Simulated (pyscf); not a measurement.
Single points on ωB97X-D3(BJ)/def2-SVP structures (PySCF, gas phase).

Task: For the elementary gas-phase step H₃Si–O–GeH₃ + HCl -> HO–SiH₃ + Cl–GeH₃ (singlet surface; Ge–O, Cl–H broken, H–O, Cl–Ge formed), what barrier and reaction energy does ωB97M-D3(BJ)/def2-TZVP give, measured from the separated reactants?

Result: ΔE‡ = 12.3 kcal/mol, ΔE = -8.6 kcal/mol. Zero-point energy shifts the barrier by +2.5 kcal/mol. It is a four-centre exchange, with an imaginary mode of 149i cm⁻¹. On the reactant side the descent ends in a complex (not fully relaxed), 5.7 kcal/mol under the separated species and 17.0 kcal/mol under the saddle at ωB97X-D3(BJ)/def2-TZVP. On the product side the descent ends in a complex (not fully relaxed), 4.2 kcal/mol under the separated species and 24.2 kcal/mol under the saddle at ωB97X-D3(BJ)/def2-TZVP. This is the saddle that the search found; another between the same sides may lie lower. Elements up to Kr have no core potential and no relativistic terms here.
